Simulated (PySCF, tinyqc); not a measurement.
Worked calculation (part 1 of 2): RHF in the sto-3g basis, for HF, spin multiplicity 1. The lowest restricted solution is unstable here: a spin-polarised one lies 0.0350 hartree lower (PySCF). Computed by tinyqc, a small Python program that keeps every step (integrals from PySCF). Settings: charge = 0, multiplicity = 1, basis = sto-3g, energy threshold = 1e-08, iteration cap = 69, orthogonalisation = canonical, start = highest core orbitals, DIIS depth = 3, method = RHF. Command: `OMP_NUM_THREADS=1 python tinyqc.py 28004 28005 out.jsonl` (the two numbers bound the seeds that draw the settings). One thread of a shared host (Intel(R) Xeon(R) Processor @ 2.60GHz), about 0.08 s of CPU time with the checks. Later iterations appear only in the table of the cycle.

## One-electron integrals

Geometry (angstrom):
```
atom         x         y         z
F     0.000000  0.000000  0.000000
H     0.000000  0.000000  1.419000
```

Basis sto-3g: exponents (1/bohr^2) and contraction coefficients of normalised primitives:
```
element  l (shell)    exponent  coefficient
F            s (1)  166.679130     0.154329
F            s (1)   30.360812     0.535328
F            s (1)    8.216821     0.444635
F            s (2)    6.464803    -0.099967
F            s (2)    1.502281     0.399513
F            s (2)    0.488588     0.700115
F            p (3)    6.464803     0.155916
F            p (3)    1.502281     0.607684
F            p (3)    0.488588     0.391957
H            s (1)    3.425251     0.154329
H            s (1)    0.623914     0.535328
H            s (1)    0.168855     0.444635
```

Overlap, kinetic and nuclear-attraction integrals over the contracted functions; the nuclear repulsion is the sum of Za Zb / Rab.

nuclear repulsion = 3.35630366 hartree

overlap S, order 1F 1s, 1F 2s, 1F 2px, 1F 2py, 1F 2pz, 2H 1s:
```
[[1.000000, 0.237990, 0.000000, 0.000000, 0.000000, 0.015266],
 [0.237990, 1.000000, 0.000000, 0.000000, 0.000000, 0.190446],
 [0.000000, 0.000000, 1.000000, 0.000000, 0.000000, 0.000000],
 [0.000000, 0.000000, 0.000000, 1.000000, 0.000000, 0.000000],
 [0.000000, 0.000000, 0.000000, 0.000000, 1.000000, 0.174666],
 [0.015266, 0.190446, 0.000000, 0.000000, 0.174666, 1.000000]]
```

kinetic energy T (hartree), order 1F 1s, 1F 2s, 1F 2px, 1F 2py, 1F 2pz, 2H 1s:
```
[[36.984577, -0.212858, 0.000000, 0.000000, 0.000000, -0.004837],
 [-0.212858, 1.037995, 0.000000, 0.000000, 0.000000, -0.008995],
 [0.000000, 0.000000, 3.248015, 0.000000, 0.000000, 0.000000],
 [0.000000, 0.000000, 0.000000, 3.248015, 0.000000, 0.000000],
 [0.000000, 0.000000, 0.000000, 0.000000, 3.248015, 0.033150],
 [-0.004837, -0.008995, 0.000000, 0.000000, 0.033150, 0.760032]]
```

nuclear attraction V (hartree), order 1F 1s, 1F 2s, 1F 2px, 1F 2py, 1F 2pz, 2H 1s:
```
[[-77.382502, -9.265561, 0.000000, 0.000000, -0.006288, -0.608550],
 [-9.265561, -11.914086, 0.000000, 0.000000, -0.078601, -1.551982],
 [0.000000, 0.000000, -11.809733, 0.000000, 0.000000, 0.000000],
 [0.000000, 0.000000, 0.000000, -11.809733, 0.000000, 0.000000],
 [-0.006288, -0.078601, 0.000000, 0.000000, -11.845533, -1.195407],
 [-0.608550, -1.551982, 0.000000, 0.000000, -1.195407, -4.563753]]
```

core Hamiltonian H = T + V (hartree), order 1F 1s, 1F 2s, 1F 2px, 1F 2py, 1F 2pz, 2H 1s:
```
[[-40.397926, -9.478418, 0.000000, 0.000000, -0.006288, -0.613386],
 [-9.478418, -10.876091, 0.000000, 0.000000, -0.078601, -1.560977],
 [0.000000, 0.000000, -8.561718, 0.000000, 0.000000, 0.000000],
 [0.000000, 0.000000, 0.000000, -8.561718, 0.000000, 0.000000],
 [-0.006288, -0.078601, 0.000000, 0.000000, -8.597518, -1.162257],
 [-0.613386, -1.560977, 0.000000, 0.000000, -1.162257, -3.803721]]
```

## Two-electron integrals

Functions are numbered as in S; the eight-fold symmetry (ij|kl) = (ji|kl) = (kl|ij) leaves the list below.

Two-electron integrals (ij|kl) in chemists' order, unique and non-zero (hartree):
```
(11|11) 5.403501   (21|11) 0.841920   (21|21) 0.156299   (22|11) 1.268028
(22|21) 0.292344   (22|22) 0.926167   (31|31) 0.027998   (32|31) 0.043169
(32|32) 0.204588   (33|11) 1.264502   (33|21) 0.292403   (33|22) 0.925959
(33|33) 0.997514   (41|41) 0.027998   (42|41) 0.043169   (42|42) 0.204588
(43|43) 0.053770   (44|11) 1.264502   (44|21) 0.292403   (44|22) 0.925959
(44|33) 0.889973   (44|44) 0.997514   (51|51) 0.027998   (52|51) 0.043169
(52|52) 0.204588   (53|53) 0.053770   (54|54) 0.053770   (55|11) 1.264502
(55|21) 0.292403   (55|22) 0.925959   (55|33) 0.889973   (55|44) 0.889973
(55|55) 0.997514   (61|11) 0.054638   (61|21) 0.010066   (61|22) 0.018737
(61|33) 0.018712   (61|44) 0.018712   (61|51) 0.000379   (61|52) 0.000720
(61|55) 0.018789   (61|61) 0.000654   (62|11) 0.159156   (62|21) 0.037276
(62|22) 0.134490   (62|33) 0.132501   (62|44) 0.132501   (62|51) 0.002473
(62|52) 0.020690   (62|55) 0.138332   (62|61) 0.002435   (62|62) 0.025583
(63|31) 0.003645   (63|32) 0.022613   (63|53) 0.004187   (63|63) 0.003571
(64|41) 0.003645   (64|42) 0.022613   (64|54) 0.004187   (64|64) 0.003571
(65|11) 0.117369   (65|21) 0.027817   (65|22) 0.107664   (65|33) 0.103366
(65|44) 0.103366   (65|51) 0.005206   (65|52) 0.037786   (65|55) 0.116138
(65|61) 0.001878   (65|62) 0.025283   (65|65) 0.028445   (66|11) 0.370727
(66|21) 0.088189   (66|22) 0.367863   (66|33) 0.358152   (66|44) 0.358152
(66|51) 0.006016   (66|52) 0.072409   (66|55) 0.387076   (66|61) 0.005771
(66|62) 0.096922   (66|65) 0.112791   (66|66) 0.774606
```

## Orthogonalisation

S = U s U^T; canonical form X = U s^(-1/2), so that X^T S X = 1. Each column of U has its largest component positive (the first on a tie).

eigenvalues of S: [0.679901, 0.865298, 1.000000, 1.000000, 1.119532, 1.335269]

X, order 1F 1s, 1F 2s, 1F 2px, 1F 2py, 1F 2pz, 2H 1s:
```
[[-0.560821, 0.584614, 0.000000, 0.000000, -0.482103, 0.415225],
 [0.795074, -0.297529, 0.000000, 0.000000, -0.269917, 0.555504],
 [0.000000, 0.000000, 0.999499, -0.031660, 0.000000, 0.000000],
 [0.000000, 0.000000, 0.031660, 0.999499, 0.000000, 0.000000],
 [0.346780, 0.674428, 0.000000, 0.000000, 0.632790, 0.239151],
 [-0.635518, -0.520117, 0.000000, 0.000000, 0.433046, 0.459047]]
```

Within a degenerate level the vectors are fixed only up to a rotation; this is one choice.

## Starting guess

The start is the highest orbitals of the core Hamiltonian (a deliberately bad start); D = 2 C_occ C_occ^T.

D at the start, order 1F 1s, 1F 2s, 1F 2px, 1F 2py, 1F 2pz, 2H 1s:
```
[[0.117810, -0.508568, 0.000000, 0.000000, -0.012054, 0.066961],
 [-0.508568, 2.204164, 0.000000, 0.000000, 0.074205, -0.424829],
 [0.000000, 0.000000, 2.000000, 0.000000, 0.000000, 0.000000],
 [0.000000, 0.000000, 0.000000, 2.000000, 0.000000, 0.000000],
 [-0.012054, 0.074205, 0.000000, 0.000000, 2.065450, -0.374714],
 [0.066961, -0.424829, 0.000000, 0.000000, -0.374714, 2.145314]]
```

## Iteration 1: building the Fock matrix

J_ij = sum D_kl (ij|kl), K_ij = sum D_kl (ik|jl); F = H + J - 0.5 K; E = tr D H + tr D J / 2 - 0.25 tr D K + E_nn.

Coulomb J (hartree), order 1F 1s, 1F 2s, 1F 2px, 1F 2py, 1F 2pz, 2H 1s:
```
[[10.824413, 2.496161, 0.000000, 0.000000, 0.012687, 0.160242],
 [2.496161, 8.106549, 0.000000, 0.000000, 0.138862, 1.263579],
 [0.000000, 0.000000, 8.086498, 0.000000, 0.000000, 0.000000],
 [0.000000, 0.000000, 0.000000, 8.086498, 0.000000, 0.000000],
 [0.012687, 0.138862, 0.000000, 0.000000, 8.141072, 1.081093],
 [0.160242, 1.263579, 0.000000, 0.000000, 1.081093, 4.503166]]
```

exchange K (hartree), order 1F 1s, 1F 2s, 1F 2px, 1F 2py, 1F 2pz, 2H 1s:
```
[[0.294449, 0.272593, 0.000000, 0.000000, 0.000120, 0.024488],
 [0.272593, 2.933499, 0.000000, 0.000000, 0.015593, 0.457058],
 [0.000000, 0.000000, 2.609760, 0.000000, 0.000000, 0.000000],
 [0.000000, 0.000000, 0.000000, 2.609760, 0.000000, 0.000000],
 [0.000120, 0.015593, 0.000000, 0.000000, 2.628308, 0.358726],
 [0.024488, 0.457058, 0.000000, 0.000000, 0.358726, 1.626396]]
```

Fock matrix F (hartree), order 1F 1s, 1F 2s, 1F 2px, 1F 2py, 1F 2pz, 2H 1s:
```
[[-29.720737, -7.118553, 0.000000, 0.000000, 0.006339, -0.465389],
 [-7.118553, -4.236291, 0.000000, 0.000000, 0.052465, -0.525927],
 [0.000000, 0.000000, -1.780101, 0.000000, 0.000000, 0.000000],
 [0.000000, 0.000000, 0.000000, -1.780101, 0.000000, 0.000000],
 [0.006339, 0.052465, 0.000000, 0.000000, -1.770600, -0.260528],
 [-0.465389, -0.525927, 0.000000, 0.000000, -0.260528, -0.113753]]
```

total energy of this density = -43.23604433 hartree

## Iteration 1: diagonalisation and new density

Diagonalise F' = X^T F X, C = X C', fill 5 alpha and 5 beta electrons from the bottom; D = 2 C_occ C_occ^T. Each column has its largest component positive (the first on a tie).

F' = X^T F X (hartree):
```
[[-5.595292, 6.133648, 0.000000, 0.000000, -6.049823, 5.058513],
 [6.133648, -8.605549, 0.000000, 0.000000, 7.158525, -8.035467],
 [0.000000, 0.000000, -1.780101, 0.000000, 0.000000, 0.000000],
 [0.000000, 0.000000, 0.000000, -1.780101, 0.000000, 0.000000],
 [-6.049823, 7.158525, 0.000000, 0.000000, -9.646708, 8.869690],
 [5.058513, -8.035467, 0.000000, 0.000000, 8.869690, -10.328238]]
```

orbital energies (hartree): [-29.720820, -2.688691, -1.780101, -1.780101, -1.768716, 0.002440]

coefficients C, order 1F 1s, 1F 2s, 1F 2px, 1F 2py, 1F 2pz, 2H 1s:
```
[[0.999580, -0.247261, 0.000000, 0.000000, -0.014159, 0.025112],
 [0.001750, 1.033675, 0.000000, 0.000000, 0.061746, -0.172644],
 [0.000000, 0.000000, 0.999176, 0.040581, 0.000000, 0.000000],
 [0.000000, 0.000000, -0.040581, 0.999176, 0.000000, 0.000000],
 [-0.000253, -0.050281, 0.000000, 0.000000, 1.002718, -0.157334],
 [0.000133, -0.031095, 0.000000, 0.000000, -0.026026, 1.034898]]
```

D after iteration 1, order 1F 1s, 1F 2s, 1F 2px, 1F 2py, 1F 2pz, 2H 1s:
```
[[2.120996, -0.509423, 0.000000, 0.000000, -0.004038, 0.016380],
 [-0.509423, 2.144598, 0.000000, 0.000000, 0.019879, -0.067498],
 [0.000000, 0.000000, 2.000000, 0.000000, 0.000000, 0.000000],
 [0.000000, 0.000000, 0.000000, 2.000000, 0.000000, 0.000000],
 [-0.004038, 0.019879, 0.000000, 0.000000, 2.015942, -0.049066],
 [0.016380, -0.067498, 0.000000, 0.000000, -0.049066, 0.003289]]
```

Within a degenerate level the vectors are fixed only up to a rotation; this is one choice.

## Iteration 2: building the Fock matrix

As before.

Coulomb J (hartree), order 1F 1s, 1F 2s, 1F 2px, 1F 2py, 1F 2pz, 2H 1s:
```
[[20.899610, 4.005363, 0.000000, 0.000000, 0.000678, 0.258093],
 [4.005363, 9.921504, 0.000000, 0.000000, 0.001546, 1.392161],
 [0.000000, 0.000000, 9.912768, 0.000000, 0.000000, 0.000000],
 [0.000000, 0.000000, 0.000000, 9.912768, 0.000000, 0.000000],
 [0.000678, 0.001546, 0.000000, 0.000000, 9.912539, 1.094775],
 [0.258093, 1.392161, 0.000000, 0.000000, 1.094775, 3.679722]]
```

exchange K (hartree), order 1F 1s, 1F 2s, 1F 2px, 1F 2py, 1F 2pz, 2H 1s:
```
[[11.107046, 1.945627, 0.000000, 0.000000, 0.000284, 0.134422],
 [1.945627, 3.231819, 0.000000, 0.000000, 0.004394, 0.420758],
 [0.000000, 0.000000, 2.661792, 0.000000, 0.000000, 0.000000],
 [0.000000, 0.000000, 0.000000, 2.661792, 0.000000, 0.000000],
 [0.000284, 0.004394, 0.000000, 0.000000, 2.663936, 0.271346],
 [0.134422, 0.420758, 0.000000, 0.000000, 0.271346, 0.104970]]
```

Fock matrix F (hartree), order 1F 1s, 1F 2s, 1F 2px, 1F 2py, 1F 2pz, 2H 1s:
```
[[-25.051839, -6.445869, 0.000000, 0.000000, -0.005752, -0.422505],
 [-6.445869, -2.570496, 0.000000, 0.000000, -0.079252, -0.379195],
 [0.000000, 0.000000, 0.020154, 0.000000, 0.000000, 0.000000],
 [0.000000, 0.000000, 0.000000, 0.020154, 0.000000, 0.000000],
 [-0.005752, -0.079252, 0.000000, 0.000000, -0.016947, -0.203155],
 [-0.422505, -0.379195, 0.000000, 0.000000, -0.203155, -0.176484]]
```

total energy of this density = -97.95452157 hartree

## Iteration 2: DIIS over 2 matrices

error matrix X^T (FDS - SDF) X:
```
[[0.000000, -0.082663, 0.000000, 0.000000, 0.283825, 0.251265],
 [0.082663, 0.000000, 0.000000, 0.000000, 0.181518, 0.147984],
 [0.000000, 0.000000, 0.000000, 0.000000, 0.000000, 0.000000],
 [0.000000, 0.000000, 0.000000, 0.000000, 0.000000, 0.000000],
 [-0.283825, -0.181518, 0.000000, 0.000000, 0.000000, 0.043640],
 [-0.251265, -0.147984, 0.000000, 0.000000, -0.043640, 0.000000]]
```

B (overlaps of the stored error matrices):
```
[[2.2848685e-01, -4.0374557e-03],
 [-4.0374557e-03, 4.1455284e-01]]
```

Minimise |sum c_i e_i|^2 with sum c_i = 1: solve [B -1; -1 0][c; lambda] = [0; -1] with B_ij = tr e_i^T e_j, and take F = sum c_i F_i.

DIIS coefficients: [0.642883, 0.357117]

extrapolated F (hartree), order 1F 1s, 1F 2s, 1F 2px, 1F 2py, 1F 2pz, 2H 1s:
```
[[-28.053393, -6.878326, 0.000000, 0.000000, 0.002021, -0.450074],
 [-6.878326, -3.641407, 0.000000, 0.000000, 0.005427, -0.473527],
 [0.000000, 0.000000, -1.137199, 0.000000, 0.000000, 0.000000],
 [0.000000, 0.000000, 0.000000, -1.137199, 0.000000, 0.000000],
 [0.002021, 0.005427, 0.000000, 0.000000, -1.144340, -0.240039],
 [-0.450074, -0.473527, 0.000000, 0.000000, -0.240039, -0.136155]]
```

## Iteration 2: diagonalisation and new density

As before.

F' = X^T F X (hartree):
```
[[-4.918123, 5.691997, 0.000000, 0.000000, -5.632975, 4.970667],
 [5.691997, -7.779804, 0.000000, 0.000000, 7.030022, -7.608140],
 [0.000000, 0.000000, -1.137199, 0.000000, 0.000000, 0.000000],
 [0.000000, 0.000000, 0.000000, -1.137199, 0.000000, 0.000000],
 [-5.632975, 7.030022, 0.000000, 0.000000, -8.895461, 8.445199],
 [4.970667, -7.608140, 0.000000, 0.000000, 8.445199, -9.691573]]
```

orbital energies (hartree): [-28.055068, -2.072510, -1.145907, -1.137199, -1.137199, -0.011477]

coefficients C, order 1F 1s, 1F 2s, 1F 2px, 1F 2py, 1F 2pz, 2H 1s:
```
[[0.997985, -0.253408, -0.000298, 0.000000, 0.000000, 0.030638],
 [0.008374, 1.031933, -0.001024, 0.000000, 0.000000, -0.192738],
 [0.000000, 0.000000, 0.000000, 0.998759, 0.049810, 0.000000],
 [0.000000, 0.000000, 0.000000, -0.049810, 0.998759, 0.000000],
 [0.000043, -0.003838, 0.992496, 0.000000, 0.000000, -0.218317],
 [-0.000689, -0.012511, 0.038819, 0.000000, 0.000000, 1.034888]]
```

D after iteration 2, order 1F 1s, 1F 2s, 1F 2px, 1F 2py, 1F 2pz, 2H 1s:
```
[[2.120380, -0.506284, 0.000000, 0.000000, 0.001438, 0.004943],
 [-0.506284, 2.129914, 0.000000, 0.000000, -0.009951, -0.025912],
 [0.000000, 0.000000, 2.000000, 0.000000, 0.000000, 0.000000],
 [0.000000, 0.000000, 0.000000, 2.000000, 0.000000, 0.000000],
 [0.001438, -0.009951, 0.000000, 0.000000, 1.970126, 0.077152],
 [0.004943, -0.025912, 0.000000, 0.000000, 0.077152, 0.003328]]
```

Within a degenerate level the vectors are fixed only up to a rotation; this is one choice.

## Iteration 3: building the Fock matrix

As before.

Coulomb J (hartree), order 1F 1s, 1F 2s, 1F 2px, 1F 2py, 1F 2pz, 2H 1s:
```
[[20.866642, 3.998031, 0.000000, 0.000000, -0.000080, 0.257609],
 [3.998031, 9.904485, 0.000000, 0.000000, 0.001059, 1.391235],
 [0.000000, 0.000000, 9.896152, 0.000000, 0.000000, 0.000000],
 [0.000000, 0.000000, 0.000000, 9.896152, 0.000000, 0.000000],
 [-0.000080, 0.001059, 0.000000, 0.000000, 9.894705, 1.095023],
 [0.257609, 1.391235, 0.000000, 0.000000, 1.095023, 3.689090]]
```

exchange K (hartree), order 1F 1s, 1F 2s, 1F 2px, 1F 2py, 1F 2pz, 2H 1s:
```
[[11.105108, 1.944106, 0.000000, 0.000000, 0.000219, 0.134393],
 [1.944106, 3.226142, 0.000000, 0.000000, -0.000272, 0.441208],
 [0.000000, 0.000000, 2.659432, 0.000000, 0.000000, 0.000000],
 [0.000000, 0.000000, 0.000000, 2.659432, 0.000000, 0.000000],
 [0.000219, -0.000272, 0.000000, 0.000000, 2.647825, 0.317032],
 [0.134393, 0.441208, 0.000000, 0.000000, 0.317032, 0.138251]]
```

Fock matrix F (hartree), order 1F 1s, 1F 2s, 1F 2px, 1F 2py, 1F 2pz, 2H 1s:
```
[[-25.083837, -6.452440, 0.000000, 0.000000, -0.006477, -0.422974],
 [-6.452440, -2.584677, 0.000000, 0.000000, -0.077406, -0.390347],
 [0.000000, 0.000000, 0.004718, 0.000000, 0.000000, 0.000000],
 [0.000000, 0.000000, 0.000000, 0.004718, 0.000000, 0.000000],
 [-0.006477, -0.077406, 0.000000, 0.000000, -0.026726, -0.225750],
 [-0.422974, -0.390347, 0.000000, 0.000000, -0.225750, -0.183757]]
```

total energy of this density = -98.01258789 hartree

## Iteration 3: DIIS over 3 matrices

error matrix X^T (FDS - SDF) X:
```
[[0.000000, -0.054131, 0.000000, 0.000000, 0.290858, 0.246776],
 [0.054131, 0.000000, 0.000000, 0.000000, 0.215686, 0.173413],
 [0.000000, 0.000000, 0.000000, 0.000000, 0.000000, 0.000000],
 [0.000000, 0.000000, 0.000000, 0.000000, 0.000000, 0.000000],
 [-0.290858, -0.215686, 0.000000, 0.000000, 0.000000, 0.051496],
 [-0.246776, -0.173413, 0.000000, 0.000000, -0.051496, 0.000000]]
```

B (overlaps of the stored error matrices):
```
[[2.2848685e-01, -4.0374557e-03, -4.0288848e-03],
 [-4.0374557e-03, 4.1455284e-01, 4.3218840e-01],
 [-4.0288848e-03, 4.3218840e-01, 4.5534292e-01]]
```

As before.

DIIS coefficients: [0.609036, 1.641217, -1.250252]

extrapolated F (hartree), order 1F 1s, 1F 2s, 1F 2px, 1F 2py, 1F 2pz, 2H 1s:
```
[[-27.855359, -6.847342, 0.000000, 0.000000, 0.002519, -0.448037],
 [-6.847342, -3.567295, 0.000000, 0.000000, -0.001339, -0.454618],
 [0.000000, 0.000000, -1.056967, 0.000000, 0.000000, 0.000000],
 [0.000000, 0.000000, 0.000000, -1.056967, 0.000000, 0.000000],
 [0.002519, -0.001339, 0.000000, 0.000000, -1.072759, -0.209848],
 [-0.448037, -0.454618, 0.000000, 0.000000, -0.209848, -0.129185]]
```

## Iteration 3: diagonalisation and new density

As before.

F' = X^T F X (hartree):
```
[[-4.860083, 5.622345, 0.000000, 0.000000, -5.589488, 4.958560],
 [5.622345, -7.695356, 0.000000, 0.000000, 7.011347, -7.560393],
 [0.000000, 0.000000, -1.056967, 0.000000, 0.000000, 0.000000],
 [0.000000, 0.000000, 0.000000, -1.056967, 0.000000, 0.000000],
 [-5.589488, 7.011347, 0.000000, 0.000000, -8.792718, 8.407042],
 [4.958560, -7.560393, 0.000000, 0.000000, 8.407042, -9.599354]]
```

orbital energies (hartree): [-27.857324, -1.997562, -1.073255, -1.056967, -1.056967, -0.019368]

coefficients C, order 1F 1s, 1F 2s, 1F 2px, 1F 2py, 1F 2pz, 2H 1s:
```
[[0.997810, -0.254198, 0.001199, 0.000000, 0.000000, 0.029772],
 [0.009093, 1.032614, -0.005968, 0.000000, 0.000000, -0.188928],
 [0.000000, 0.000000, 0.000000, 0.999988, 0.004983, 0.000000],
 [0.000000, 0.000000, 0.000000, -0.004983, 0.999988, 0.000000],
 [0.000042, 0.004615, 0.995817, 0.000000, 0.000000, -0.202611],
 [-0.000778, -0.016148, 0.022579, 0.000000, 0.000000, 1.035319]]
```

D after iteration 3, order 1F 1s, 1F 2s, 1F 2px, 1F 2py, 1F 2pz, 2H 1s:
```
[[2.120485, -0.506845, 0.000000, 0.000000, 0.000124, 0.006711],
 [-0.506845, 2.132822, 0.000000, 0.000000, -0.002354, -0.033634],
 [0.000000, 0.000000, 2.000000, 0.000000, 0.000000, 0.000000],
 [0.000000, 0.000000, 0.000000, 2.000000, 0.000000, 0.000000],
 [0.000124, -0.002354, 0.000000, 0.000000, 1.983347, 0.044821],
 [0.006711, -0.033634, 0.000000, 0.000000, 0.044821, 0.001542]]
```

Within a degenerate level the vectors are fixed only up to a rotation; this is one choice.

## Iteration 4: building the Fock matrix

As before.

Coulomb J (hartree), order 1F 1s, 1F 2s, 1F 2px, 1F 2py, 1F 2pz, 2H 1s:
```
[[20.876154, 4.000164, 0.000000, 0.000000, 0.000118, 0.257750],
 [4.000164, 9.909596, 0.000000, 0.000000, 0.001165, 1.391543],
 [0.000000, 0.000000, 9.901113, 0.000000, 0.000000, 0.000000],
 [0.000000, 0.000000, 0.000000, 9.901113, 0.000000, 0.000000],
 [0.000118, 0.001165, 0.000000, 0.000000, 9.900120, 1.094989],
 [0.257750, 1.391543, 0.000000, 0.000000, 1.094989, 3.686149]]
```

exchange K (hartree), order 1F 1s, 1F 2s, 1F 2px, 1F 2py, 1F 2pz, 2H 1s:
```
[[11.105566, 1.944575, 0.000000, 0.000000, 0.000280, 0.134248],
 [1.944575, 3.227900, 0.000000, 0.000000, 0.001200, 0.436797],
 [0.000000, 0.000000, 2.660079, 0.000000, 0.000000, 0.000000],
 [0.000000, 0.000000, 0.000000, 2.660079, 0.000000, 0.000000],
 [0.000280, 0.001200, 0.000000, 0.000000, 2.653437, 0.305556],
 [0.134248, 0.436797, 0.000000, 0.000000, 0.305556, 0.128925]]
```

Fock matrix F (hartree), order 1F 1s, 1F 2s, 1F 2px, 1F 2py, 1F 2pz, 2H 1s:
```
[[-25.074555, -6.450542, 0.000000, 0.000000, -0.006310, -0.422761],
 [-6.450542, -2.580445, 0.000000, 0.000000, -0.078036, -0.387833],
 [0.000000, 0.000000, 0.009355, 0.000000, 0.000000, 0.000000],
 [0.000000, 0.000000, 0.000000, 0.009355, 0.000000, 0.000000],
 [-0.006310, -0.078036, 0.000000, 0.000000, -0.024117, -0.220047],
 [-0.422761, -0.387833, 0.000000, 0.000000, -0.220047, -0.182035]]
```

total energy of this density = -97.99773331 hartree
